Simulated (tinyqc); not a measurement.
CCSD on RHF in the sto-6g basis, frozen core, for H2O, spin multiplicity 1, step by step. One step of it, computed by the program tinyqc.

Question. Iteration 1: diagonalisation and new density. Diagonalise F' = X^T F X, C = X C', fill 5 alpha and 5 beta electrons from the bottom; D = 2 C_occ C_occ^T. Each column has its largest component positive (the first on a tie).

Fock matrix F (hartree), order 1O 1s, 1O 2s, 1O 2px, 1O 2py, 1O 2pz, 2H 1s, 3H 1s:
$$\begin{pmatrix}
-19.175721 & -4.714808 & 0.000000 & 0.000939 & -0.021882 & -1.266103 & -1.378459 \\
-4.714808 & -1.850320 & 0.000000 & 0.009756 & -0.297570 & -0.859625 & -0.912974 \\
0.000000 & 0.000000 & 0.177324 & 0.000000 & 0.000000 & 0.000000 & 0.000000 \\
0.000939 & 0.009756 & 0.000000 & 0.027116 & 0.006244 & -0.195714 & 0.204184 \\
-0.021882 & -0.297570 & 0.000000 & 0.006244 & 0.030196 & -0.315623 & -0.326274 \\
-1.266103 & -0.859625 & 0.000000 & -0.195714 & -0.315623 & -0.370169 & -0.431926 \\
-1.378459 & -0.912974 & 0.000000 & 0.204184 & -0.326274 & -0.431926 & -0.411514
\end{pmatrix}$$

X, order 1O 1s, 1O 2s, 1O 2px, 1O 2py, 1O 2pz, 2H 1s, 3H 1s:
$$\begin{pmatrix}
-0.265930 & 0.055537 & 0.768631 & 0.000000 & -0.621765 & -0.002769 & 0.127391 \\
1.245261 & -0.201945 & -0.330025 & 0.000000 & -0.326878 & -0.000120 & 0.386363 \\
0.000000 & 0.000000 & 0.000000 & 1.000000 & 0.000000 & 0.000000 & 0.000000 \\
-0.178828 & -0.888450 & 0.000426 & 0.000000 & -0.011851 & 0.738810 & -0.005796 \\
0.646945 & -0.110597 & 0.635191 & 0.000000 & 0.627045 & 0.008647 & 0.201114 \\
-0.573399 & 1.081370 & -0.134162 & 0.000000 & 0.106326 & 0.354282 & 0.365692 \\
-0.978922 & -0.816172 & -0.130330 & 0.000000 & 0.107376 & -0.336169 & 0.376644
\end{pmatrix}$$

Give: F' = X^T F X; orbital energies; coefficients C; D after iteration 1.

Answer.

F' = X^T F X (hartree):
$$\begin{pmatrix}
0.4607 & 0.1041 & 1.1257 & 0.0000 & -0.8185 & -0.0302 & 0.0142 \\
0.1041 & 0.7761 & -0.2867 & 0.0000 & 0.2358 & -0.1481 & -0.0335 \\
1.1257 & -0.2867 & -8.5612 & 0.0000 & 8.8995 & 0.0476 & -3.3544 \\
0.0000 & 0.0000 & 0.0000 & 0.1773 & 0.0000 & 0.0000 & 0.0000 \\
-0.8185 & 0.2358 & 8.8995 & 0.0000 & -9.0060 & -0.0454 & 3.5218 \\
-0.0302 & -0.1481 & 0.0476 & 0.0000 & -0.0454 & -0.1794 & 0.0222 \\
0.0142 & -0.0335 & -3.3544 & 0.0000 & 3.5218 & 0.0222 & -2.1794
\end{pmatrix}$$

orbital energies (hartree): MO1 -19.1811, MO2 -0.8917, MO3 -0.2020, MO4 0.0513, MO5 0.1773, MO6 0.7008, MO7 0.8336

coefficients C, order 1O 1s, 1O 2s, 1O 2px, 1O 2py, 1O 2pz, 2H 1s, 3H 1s:
$$\begin{pmatrix}
0.9955 & -0.2092 & -0.0005 & -0.1411 & 0.0000 & 0.1092 & 0.0281 \\
0.0219 & 0.7488 & 0.0062 & 0.7489 & 0.0000 & -0.8795 & -0.2467 \\
0.0000 & 0.0000 & 0.0000 & 0.0000 & 1.0000 & 0.0000 & 0.0000 \\
-0.0002 & -0.0089 & 0.5955 & 0.0116 & 0.0000 & -0.2212 & 0.9817 \\
0.0044 & 0.2600 & 0.0025 & -0.6653 & 0.0000 & -0.8467 & -0.2018 \\
-0.0051 & 0.1692 & 0.4988 & -0.3060 & 0.0000 & 0.9691 & -0.6902 \\
-0.0057 & 0.1812 & -0.4728 & -0.3061 & 0.0000 & 0.6086 & 1.0896
\end{pmatrix}$$

D after iteration 1, order 1O 1s, 1O 2s, 1O 2px, 1O 2py, 1O 2pz, 2H 1s, 3H 1s:
$$\begin{pmatrix}
2.1094 & -0.4811 & 0.0000 & -0.0006 & 0.0879 & 0.0049 & -0.0002 \\
-0.4811 & 2.2441 & 0.0000 & 0.0115 & -0.6069 & -0.1990 & -0.1933 \\
0.0000 & 0.0000 & 2.0000 & 0.0000 & 0.0000 & 0.0000 & 0.0000 \\
-0.0006 & 0.0115 & 0.0000 & 0.7096 & -0.0171 & 0.5839 & -0.5735 \\
0.0879 & -0.6069 & 0.0000 & -0.0171 & 1.0205 & 0.4977 & 0.4991 \\
0.0049 & -0.1990 & 0.0000 & 0.5839 & 0.4977 & 0.7423 & -0.2230 \\
-0.0002 & -0.1933 & 0.0000 & -0.5735 & 0.4991 & -0.2230 & 0.7003
\end{pmatrix}$$
